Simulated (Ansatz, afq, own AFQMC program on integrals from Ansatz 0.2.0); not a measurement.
# BNH5, doublet in cc-pVDZ, levels against CCSDT(Q)

```xyz
7

N    -1.1147   -0.0191   -0.0297
H    -1.4119    0.9487   -0.0297
H    -1.4119   -0.4214    0.8505
H     0.0223   -0.0191   -0.0297
B     1.3573   -0.0191   -0.0297
H     1.8664   -0.0191    1.0473
H     1.8664   -0.0191   -1.1067
```

Basis cc-pVDZ. Only valence electrons are correlated. Integrals, coupled cluster, full CI and functionals: Ansatz 0.2.0; the random walks run on the same integrals in our own AFQMC program. The CISD trial takes its coefficients from CCSD amplitudes. Released means that phaseless walkers are propagated on without the constraint, phases kept. Uncertainties: one standard error, sampling alone.

Determinant: UHF, the one that the program's search chose, which needn't be the lowest solution. The geometry is a point of a scan.

No full CI on the walks' own integrals is used here; CCSDT(Q) serves as the reference and is uncertain by about the last step of the cluster series.

The T1 diagnostic is 0.0145, the weight of the determinant in the CISD state is 0.885 and the ⟨S²⟩ of the determinant is 0.771. The size of the correlated space is 13 electrons in 51 orbitals.

| level | correlation energy (eV) |
| --- | --- |
| MP2 | -7.2485 |
| CCSD | -8.2574 |
| CCSD(T) | -8.4426 |

Q: Estimate where AFQMC with the constraint released lies against CCSD(T) on the same integrals.

A: 3.7 ± 0.7 kJ/mol below CCSD(T).

Reference: CCSDT(Q), correlation energy -8.479 eV. The released energy is read at 2.40 1/Eh (meV from the phaseless value at times in 1/Eh: 0 ± 3 at 0.24, -11 ± 3 at 0.51, -11 ± 4 at 0.99, -12 ± 5 at 1.62, -9 ± 7 at 2.40).

```
         level  E − E(reference) (kJ/mol)  share of correlation (%)
       CCSD(T)                        3.5                     99.57
         CCSDT                        1.3                     99.84
 ph-AFQMC/CISD                  0.6 ± 0.3                     99.92
released AFQMC                 -0.2 ± 0.7                    100.02
```

Released energies are given only where the last usable release times agree within the noise; a slower fall can still hide under it.
